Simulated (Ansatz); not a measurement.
Species: AlCl₂, charge 0, multiplicity 2. It need not be the lowest isomer of its formula. SMILES: [Cl][Al][Cl]
Coordinates optimised at B3LYP-D3(BJ)/def2-TZVP (Ansatz, a quantum-chemistry and plane-wave program):
```
Al
Cl 1 2.1140
Cl 1 2.1140 2 118.91
```
Charge 0, spin multiplicity 2.

Property: atomisation energy (electronic, to ground-state atoms), in kcal/mol. Valence correlation only, unless marked. UHF or UKS for open shells. Spin-orbit coupling is left out. Non-relativistic. The coupled-cluster limit lacks core correlation, which all-electron functionals hold. Basis-set limits of correlation are two-point, X^-3; Hartree-Fock from the larger set.

```csv
level,program,atomisation energy (kcal/mol)
B3LYP-D4/def2-TZVPD,Ansatz + dftd4,187.8
CAM-B3LYP/def2-TZVPD,Ansatz,186.4
LC-wPBE/def2-TZVPD,Ansatz,[?]
B2GP-PLYP-D3(BJ)/def2-TZVPD,Ansatz + dftd3,[?]
SCS-MP2/cc-pV(T+d)Z,Ansatz,188.4
SCS-MP2/cc-pwCVTZ,Ansatz,188.8
"CCSD(T)/CBS(cc-pV(T+d)Z,cc-pV(Q+d)Z)",Ansatz,[?]
```

Question: Some entries are withheld; supply them.

Answer: 
- LC-wPBE/def2-TZVPD, atomisation energy (kcal/mol): 191.4
- B2GP-PLYP-D3(BJ)/def2-TZVPD, atomisation energy (kcal/mol): 192.3
- CCSD(T)/CBS(cc-pV(T+d)Z,cc-pV(Q+d)Z), atomisation energy (kcal/mol): 195.0
